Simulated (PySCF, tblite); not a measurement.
# C₅H₆F radical: geometry, infrared bands and EPR parameters

Wanted: the infrared bands and EPR parameters of C₅H₆F radical (`C=C[C]=C(C)F`), by calculation.

The runs use tblite 0.8.0 and PySCF 2.14.0, with density-fitted response routines of our own; the level of theory stands in each step. All values are computed, except where a source is named. Atoms count from 0, in the outputs and in this text.

## 1. The molecule as given

12 atoms, charge 0, multiplicity 2; geometry from: force field or distance geometry start.

Bonds of the start (Å): C0–C1 1.34, C1–C2 1.44, C2–C3 1.32, C3–C4 1.50, C3–F5 1.36, C0–H6 1.10, C0–H7 1.08, C1–H8 1.08, C4–H9 1.12, C4–H10 1.12, C4–H11 1.10.

## 2. Geometry optimisation with GFN2-xTB

The job: settings as JSON, then the geometry in Å.

```
{"job": {"kind": "relax", "xc": "GFN2-xTB", "basis": "xTB"}, "charge": 0, "multiplicity": 2}
C      2.579700    -0.291900    -0.320000
C      1.268700    -0.322000    -0.592200
C      0.249600     0.055800     0.357800
C     -1.048600     0.036400     0.103200
C     -2.063500     0.441100     1.135600
F     -1.437100    -0.402600    -1.126000
H      2.960600     0.049700     0.650300
H      3.315100    -0.586700    -1.057800
H      1.000800    -0.678400    -1.576800
H     -3.088100     0.104500     0.848200
H     -2.015800     1.558400     1.215700
H     -1.720200     0.035100     2.100600
```

On the command line:

```
$ OMP_NUM_THREADS=1 python probes_run.py task.json out
```

The driver reads the jobs from task.json and runs them one after another.

Log:

```text
step      E/eV     max force
  0    -498.92589    2.069
  1    -499.05288    0.966
  2    -499.10825    0.992
  3    -499.13627    0.622
  4    -499.16142    0.514
  5    -499.18814    0.406
  6    -499.19940    0.317
  7    -499.20961    0.289
  8    -499.21788    0.296
  9    -499.22479    0.258
 10    -499.22882    0.172
 11    -499.23108    0.144
 12    -499.23268    0.183
 13    -499.23485    0.186
 14    -499.23683    0.163
 15    -499.23816    0.103
 16    -499.23891    0.068
 17    -499.23954    0.067
 18    -499.24021    0.078
 19    -499.24098    0.088
 20    -499.24193    0.092
 21    -499.24337    0.120
 22    -499.24603    0.179
 23    -499.25120    0.233
 24    -499.25858    0.253
 25    -499.26527    0.262
 26    -499.27210    0.204
 27    -499.27546    0.215
 28    -499.28025    0.184
 29    -499.28658    0.196
 30    -499.29441    0.205
 31    -499.30157    0.232
 32    -499.31205    0.312
 33    -499.31866    0.590
 34    -499.33964    0.532
 35    -499.35979    0.449
 36    -499.39837    0.515
 37    -499.39635    0.674
 38    -499.42106    0.542
 39    -499.43698    0.416
 40    -499.45965    0.285
 41    -499.50808    0.454
 42    -499.52155    0.461
 43    -499.54945    0.848
 44    -499.59080    0.481
 45    -499.63835    0.596
 46    -499.66361    0.422
 47    -499.67649    0.390
 48    -499.68919    0.354
 49    -499.69979    0.349
 50    -499.70882    0.340
 51    -499.71977    0.284
 52    -499.72910    0.292
 53    -499.73574    0.275
 54    -499.74369    0.234
 55    -499.75178    0.239
 56    -499.75899    0.197
 57    -499.76305    0.185
 58    -499.76550    0.121
 59    -499.76694    0.086
 60    -499.76814    0.070
 61    -499.76900    0.097
 62    -499.77018    0.109
 63    -499.77104    0.078
 64    -499.77167    0.065
 65    -499.77221    0.070
 66    -499.77287    0.082
 67    -499.77348    0.079
 68    -499.77392    0.070
 69    -499.77423    0.059
 70    -499.77455    0.053
 71    -499.77493    0.057
 72    -499.77525    0.041
 73    -499.77545    0.037
 74    -499.77558    0.032
 75    -499.77571    0.031
 76    -499.77585    0.029
 77    -499.77597    0.029
 78    -499.77607    0.033
 79    -499.77620    0.034
 80    -499.77646    0.045
 81    -499.77695    0.071
 82    -499.77784    0.074
 83    -499.77897    0.084
 84    -499.77988    0.086
 85    -499.78029    0.072
 86    -499.78061    0.053
 87    -499.78091    0.044
 88    -499.78140    0.040
 89    -499.78151    0.023
 90    -499.78156    0.014
 91    -499.78159    0.012
 92    -499.78163    0.017
 93    -499.78169    0.021
 94    -499.78176    0.023
 95    -499.78183    0.022
 96    -499.78189    0.024
 97    -499.78199    0.029
 98    -499.78216    0.037
 99    -499.78241    0.044
100    -499.78261    0.057
101    -499.78271    0.037
102    -499.78283    0.029
103    -499.78289    0.023
104    -499.78298    0.021
105    -499.78302    0.015
106    -499.78304    0.006
```

Wall time 0.44 s (1 thread of Arm Neoverse V1, shared host).

The steps of the relaxation: (not every step is listed)

```csv
step,energy from step 0 (eV),largest force (eV/Å)
0,0.0000,2.0686
1,-0.1270,0.9662
2,-0.1824,0.9923
3,-0.2104,0.6216
4,-0.2355,0.5141
5,-0.2622,0.4061
6,-0.2735,0.3171
7,-0.2837,0.2893
8,-0.2920,0.2961
17,-0.3136,0.0669
26,-0.3462,0.2042
35,-0.4339,0.4492
44,-0.6649,0.4812
53,-0.8099,0.2747
62,-0.8443,0.1090
71,-0.8490,0.0567
80,-0.8506,0.0452
89,-0.8556,0.0234
98,-0.8563,0.0367
101,-0.8568,0.0365
102,-0.8569,0.0288
103,-0.8570,0.0228
104,-0.8571,0.0211
105,-0.8571,0.0149
106,-0.8572,0.0062
```

Close pairs (by a distance rule), those that changed most:

```csv
bond,before (Å),after (Å),change (Å)
C1–C2,1.444,1.349,-0.094
C0–C1,1.339,1.372,+0.033
C4–H10,1.121,1.089,-0.032
C2–C3,1.323,1.291,-0.032
C4–H9,1.116,1.089,-0.027
C0–H6,1.097,1.075,-0.022
C4–H11,1.102,1.085,-0.016
C3–F5,1.362,1.376,+0.014
```

The end geometry stands in the next job.

## 3. Vibrational analysis with GFN2-xTB

The job: settings as JSON, then the geometry in Å.

```
{"job": {"kind": "ir", "xc": "GFN2-xTB", "basis": "xTB"}, "charge": 0, "multiplicity": 2}
C      2.475237    -0.093422    -0.324076
C      1.280424    -0.725178    -0.559252
C      0.067552    -0.178884    -0.332014
C     -1.093598     0.337485    -0.101816
C     -1.895051     0.263772     1.160436
F     -1.748127     1.050140    -1.080255
H      2.505403     0.907602     0.066698
H      3.409546    -0.580025    -0.533375
H      1.296221    -1.736009    -0.954366
H     -2.848483    -0.222515     0.957541
H     -2.095408     1.271173     1.522759
H     -1.352520    -0.294825     1.916413
```

Log:

```text
mode    cm-1     km/mol
  1      82.8      0.84
  2     123.0      0.38
  3     138.6      0.02
  4     183.0      0.80
  5     341.6      2.69
  6     404.1      1.35
  7     454.5      6.63
  8     500.0      1.80
  9     547.5      2.39
 10     729.2     39.95
 11     763.3     22.98
 12     912.9     11.00
 13     936.3     47.71
 14    1004.2     11.15
 15    1022.3      9.69
 16    1095.6    137.09
 17    1201.0     66.70
 18    1253.7      1.11
 19    1374.1     16.34
 20    1378.5      6.85
 21    1453.7      4.24
 22    1461.0      4.79
 23    1465.3      2.69
 24    1945.3     23.60
 25    3009.1     22.60
 26    3011.4     18.00
 27    3022.7     15.69
 28    3067.5     15.98
 29    3122.9      8.48
 30    3161.5     27.98
```

Wall time 0.23 s (1 thread of Arm Neoverse V1, shared host).

The strongest bands and the atoms that carry them (share of the mass-weighted mode):

```csv
cm⁻¹,km/mol,atoms
729,40.0,"F5 30 %, C4 26 %, C1 19 %"
763,23.0,"H7 38 %, H6 30 %, C0 25 %"
936,47.7,"H11 20 %, C3 16 %, F5 15 %, H7 10 %"
1096,137.1,"C3 53 %, H11 21 %, C4 17 %"
1201,66.7,"H8 30 %, C3 28 %, C1 12 %"
1945,23.6,"C2 63 %, C3 31 %"
3009,22.6,H8 90 %
3162,28.0,"H7 54 %, H6 36 %, C0 10 %"
```

## 4. EPR parameters: B3LYP/pcH-1

Same as in step 3 but for these lines:

```diff
@@ -1,2 +1,2 @@
-{"job": {"kind": "ir", "xc": "GFN2-xTB", "basis": "xTB"}, "charge": 0, "multiplicity": 2}
+{"job": {"kind": "epr", "basis": "pcH-1"}, "charge": 0, "multiplicity": 2}
 C      2.475237    -0.093422    -0.324076
```

Method: UKS B3LYP, pcH-1 on C F H, non-relativistic, mean-field spin-orbit, GIAO.

Log:

```text
UKS, coarse grid
  cycle   1  E = -293.84366307  |g| = 3.83e-01
  cycle   2  E = -293.80956349  |g| = 5.31e-01
  cycle   3  E = -293.89994225  |g| = 6.99e-02
  cycle   4  E = -293.90192740  |g| = 2.81e-02
  cycle   5  E = -293.90239354  |g| = 7.79e-03
  cycle   6  E = -293.90244941  |g| = 5.33e-03
  cycle   7  E = -293.90247712  |g| = 2.46e-03
  cycle   8  E = -293.90248334  |g| = 1.12e-03
  cycle   9  E = -293.90248405  |g| = 4.01e-04
UKS, final grid
  cycle   1  E = -293.90249829  |g| = 5.90e-04
  cycle   2  E = -293.90249794  |g| = 1.11e-03
  cycle   3  E = -293.90249854  |g| = 9.36e-05
  cycle   4  E = -293.90249857  |g| = 9.04e-05
  cycle   5  E = -293.90249858  |g| = 2.55e-05
  cycle   6  E = -293.90249858  |g| = 6.55e-06
E = -293.90249858 Eh   <S^2> = 0.7774 (exact 0.7500)
g shifts (ppm)      1          2          3
  rmc          -156       -156       -156
  gc             33         58         25
  oz_so        -435        106        238
  total        -558          8        108
hyperfine (MHz)  atom isotope    a_iso     a_fc   dipolar eigenvalues
    0   13C      59.41      59.41    -52.76    -51.08    103.84
    1   13C     -51.13     -51.13    -29.15     11.55     17.60
    2   13C      54.24      54.24    -55.24    -42.48     97.72
    3   13C     -23.93     -23.93    -11.70      2.96      8.74
    4   13C      25.94      25.94     -3.13     -2.53      5.66
    5   19F     209.02     209.02    -95.59    -69.18    164.77
    6    1H     -41.40     -41.40    -22.10     -1.95     24.06
    7    1H     -42.62     -42.62    -25.69     -0.58     26.28
    8    1H      16.29      16.29     -5.23     -1.39      6.62
    9    1H       0.26       0.26     -2.03     -0.84      2.87
   10    1H       1.21       1.21     -2.04     -0.70      2.74
   11    1H       6.00       6.00     -3.76     -1.29      5.05
```

Wall time 35 s (1 thread of Arm Neoverse V1, shared host); peak memory 0.79 GiB.

Principal g values 2.00176, 2.00233, 2.00243; g(iso) = 2.00217, against 2.00232 for a free electron.

Hyperfine couplings; where a row names several nuclei, a(iso) is their mean (it holds for fast rotation or exchange) and the dipolar term the largest among them:

```csv
nuclei,isotope,a(iso) (MHz),"a(iso) (G, at g = 2.0023)",largest dipolar term (MHz)
F5,19F,209.0,74.6,164.8
C0,13C,59.4,21.2,103.8
C2,13C,54.2,19.4,97.7
C1,13C,-51.1,-18.2,-29.1
H7,1H,-42.6,-15.2,26.3
H6,1H,-41.4,-14.8,24.1
C4,13C,25.9,9.3,5.7
C3,13C,-23.9,-8.5,-11.7
H8,1H,16.3,5.8,6.6
"H9, H10, H11",1H,2.5,0.9,5.1
```

Mulliken spin populations:

```csv
atom,value (e)
C0,0.69
C1,-0.26
C2,0.63
C3,-0.06
C4,0.02
F5,0.03
H6,-0.03
H7,-0.03
H8,0.01
H9,0.00
H10,0.00
H11,0.00
```

In first order the couplings over 0.8 MHz of 19F, 1H give 64 distinct lines over 113.0 G, if the averaged nuclei exchange fast; the same motion can average rows kept apart here too.

The fields below are evaluated on a grid from the run's orbitals.

ELF in a plane through or near 4 of the atoms.

Ten even steps from '0' (0.00) to '9' (1.00):
```
0000000000000000000000000000
0000000000000000000000000000
0000000000000000000000000000
0000000000000000000000000000
0000000000000000000000000000
0000000122100000001231000000
0000012354200000123664000000
0001686566300100356774000000
0005999857512410363552000000
0007999858757741557275200000
0005999768568652661799600000
0002896244548475566999910000
0000110048556687533999900000
0000000179952577510499500000
0000000289930255300022000000
0000000168600023100000000000
0000000024200011000000000000
0000000000000000000000000000
0000000000000000000000000000
0000000000000000000000000000
```
The map spans 12.2 Å across and 7.9 Å up, centred on the molecule. Atoms in the plane (x, y in Å): C1 (-1.5, -0.5), C4 (2.1, 0.3), H7 (-3.5, 0.3), H9 (2.9, -0.4).

On the surface of density 0.002 e/bohr³ the electrostatic potential runs, from the 1st to the 99th percentile, from -1.07 V near F5 to 0.95 V near H8.

The spin density lies nearest to C0, C2 about 35 % each; C1 10 % (beta excess).

## 5. What came out

```
                                                                  quantity                  value
                                 strongest single infrared mode (GFN2-xTB)  1096 cm⁻¹, 137 km/mol
                                              zero-point energy (GFN2-xTB)          56.0 kcal/mol
                                                            g(iso) (B3LYP)                2.00217
                                                                      ⟨S²⟩     0.777 (exact 0.75)
                                        largest a(iso) (averaged by class)   19F on F5, 209.0 MHz
potential on the surface of density 0.002 e/bohr³, 1st and 99th percentile     -1.07 V and 0.95 V
```

The optimisation took 106 steps and gained 0.857 eV; among the close pairs (by a distance rule), C1–C2 changed most, from 1.444 to 1.349 Å. All 30 modes are real, so the xTB geometry is a minimum. The strongest single mode, at 1096 cm⁻¹, moves mainly C3. GFN2-xTB is a fitted tight-binding method: band positions and strengths are rough. Its intensities can rank the bands wrongly. The largest spin populations lie on C0 (0.69 e), C2 (0.63 e). The isotropic g lies 0.1 ppt below the free-electron value.
